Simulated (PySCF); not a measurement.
# Choosing a basis for TDDFT

Species: C3H4F2S.
Structure used (PBE0-D3(BJ)/def2-SVP), in Å, numbered top down from 1:
```
atom  x, y, z in Å
F1    -0.2081    0.8303    1.6065
C2    -0.0007    0.5767    0.2992
F3     0.2162    1.7627   -0.3063
C4    -1.1366   -0.1991   -0.3641
S5     0.0570   -1.4089   -1.0581
C6     1.1359   -0.4090    0.0395
H7    -1.8271   -0.6408    0.3679
H8    -1.6887    0.3852   -1.1126
H9     1.4439   -0.9427    0.9494
H10    2.0052    0.0441   -0.4561
```

TDDFT with PBE0 (PySCF), vertical singlets, core orbitals frozen in the response, spherical d and f functions. One conformer (not necessarily the lowest) at the PBE0-D3(BJ)/def2-SVP geometry, without solvent, vibrations or thermal averaging.

How do the low singlets change with the basis? Take 6-31G*, def2-SVP, 6-31+G*, def2-SVPD, aug-cc-pVDZ, def2-TZVP and def2-TZVPD.

```tsv
basis	functions	diffuse	S1 (eV)	S2 (eV)	S3 (eV)	S4 (eV)	S5 (eV)	LUMO (eV)	α (au)
6-31G*	96	no	5.03	6.68	7.75	8.08	8.19	0.18	44.9
def2-SVP	108	no	5.21	6.65	7.54	7.80	8.32	0.33	43.9
6-31+G*	120	yes	4.84	5.88	6.29	6.92	7.29	-0.36	51.4
def2-SVPD	165	yes	4.88	5.95	6.53	6.88	7.52	-0.32	55.4
aug-cc-pVDZ	178	yes	4.88	5.81	5.94	6.47	6.75	-0.34	56.0
def2-TZVP	216	no	4.86	6.23	7.17	7.25	7.86	-0.14	51.9
def2-TZVPD	273	yes	4.74	5.86	6.20	6.59	7.08	-0.41	56.5
```

States are compared by their number. Against the largest diffuse basis here (def2-TZVPD, itself not a converged limit), sets without diffuse functions differ by up to 0.47 eV in S1 and 1.24 eV in S5; the smaller diffuse sets differ by up to 0.13 and 0.44 eV. State by state, the largest deviation of a set without diffuse functions is S1 0.47, S2 0.82, S3 1.55, S4 1.49, S5 1.24 eV. The same number needn't mean the same state in each row. Against def2-TZVPD the polarisability deviates by -21% in 6-31G*, -22% in def2-SVP, -9% in 6-31+G*, -2% in def2-SVPD, -1% in aug-cc-pVDZ, -8% in def2-TZVP. A single + in a Pople set puts diffuse functions on heavy atoms only.
